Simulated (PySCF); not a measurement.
# Löwdin shares of the frontier orbitals

C₅H₈O.
Numbering: `[CH3:1]/[CH:2]=[CH:3]/[C:4]([CH3:5])=[O:6]` (hydrogens: H7, H8, H9 on C1; H10 on C2; H11 on C3; H12, H13, H14 on C5)

Geometry (GFN2-xTB, Å), atoms numbered from 1 in this order:
```
atom  x, y, z in Å
C1    -2.5015   -0.3117    0.2249
C2    -1.2006    0.2572    0.6544
C3    -0.0046   -0.1236    0.2072
C4     1.2352    0.5120    0.6850
C5     2.4960   -0.0302    0.0544
O6     1.2482    1.3974    1.5116
H7    -3.1172    0.4709   -0.2183
H8    -2.3667   -1.1108   -0.4998
H9    -3.0430   -0.6972    1.0882
H10   -1.2385    1.0514    1.3898
H11    0.0965   -0.9113   -0.5263
H12    2.4477    0.0995   -1.0251
H13    2.5818   -1.0942    0.2666
H14    3.3660    0.4901    0.4453
```

Theory: PySCF, TDDFT CAM-B3LYP/def2-SVPD, vertical, gas phase, core orbitals frozen in the response.

Frontier orbitals with the atoms that hold most of them (Löwdin shares over 4%, at most four atoms; ? is withheld):

```json
{"orbital": "LUMO+2", "ε (eV)": "1.71", "atoms": "C5 19%, C1 19%, H9 9%, H7 9%"}
{"orbital": "LUMO+1", "ε (eV)": "1.31", "atoms": "C1 20%, C5 13%, C3 13%, C2 8%"}
{"orbital": "LUMO", "ε (eV)": "-0.31", "atoms": "?"}
{"orbital": "HOMO", "ε (eV)": "?", "atoms": "O6 63%, C4 12%, C5 11%, C3 9%"}
{"orbital": "HOMO-1", "ε (eV)": "-9.07", "atoms": "?"}
{"orbital": "HOMO-2", "ε (eV)": "-11.79", "atoms": "C2 26%, C1 18%, H10 14%, C3 12%"}
{"orbital": "HOMO-3", "ε (eV)": "-11.80", "atoms": "O6 37%, C4 19%, C5 18%, H12 8%"}
```

(1) Give the leading atoms of the HOMO-1.

(2) Which atoms hold the LUMO, and with what shares?

(3) What is the HOMO energy, and the HOMO–LUMO gap?

## Answers

(1) C3 (bonded to 2 C and H) 34%; C2 (bonded to 2 C and H) 29%; O6 (bonded to C) 14%; C1 (bonded to C and 3 H) 7%. By element: carbon 70% or more, oxygen 14%.

(2) C2 (bonded to 2 C and H) 24%; C4 (bonded to 2 C and O) 22%; O6 (bonded to C) 18%; C3 (bonded to 2 C and H) 16%. By element: carbon 62% or more, oxygen 18%.

(3) ε(HOMO) = -8.68 eV; the gap is 8.36 eV (0.3074 hartree).

Task: The HOMO–LUMO gap is 8.36 eV. Where does the response calculation put the lowest singlet, and from which orbitals?

Result: S1 is at 3.95 eV (f = 0.0001), 4.42 eV below the gap, made of HOMO→LUMO (94%). Without the coupling terms of the response equations the lowest excitation would equal the gap.

Task: One configuration dominates each of S1, S2, S3 and S6. Which, and how do the shares of the two leading atoms of either orbital change from the occupied to the empty one?

Result: 
- S1 (3.95 eV, f 0.0001), HOMO→LUMO (94%): O6 63% → 18%, C4 12% → 22%, C2 at most 7% → 24%
- S2 (5.88 eV, f 0.376), HOMO-1→LUMO (97%): C3 34% → 16%, C2 29% → 24%, C4 at most 8% → 22%
- S3 (7.18 eV, f 0.027), HOMO→LUMO+1 (70%): O6 63% → at most 9%, C4 12% → at most 9%, C1 at most 7% → 20%, C5 11% → 13%
- S6 (7.47 eV, f 0.0073), HOMO-1→LUMO+1 (80%): C3 34% → 13%, C2 29% → 8%, C1 7% → 20%, C5 at most 8% → 13%

Löwdin shares depend on the basis, the more so with diffuse functions.

Hardware: one thread, Arm Neoverse N1, shared host. Cost: 43 s of wall time.

One conformer stands for the species.
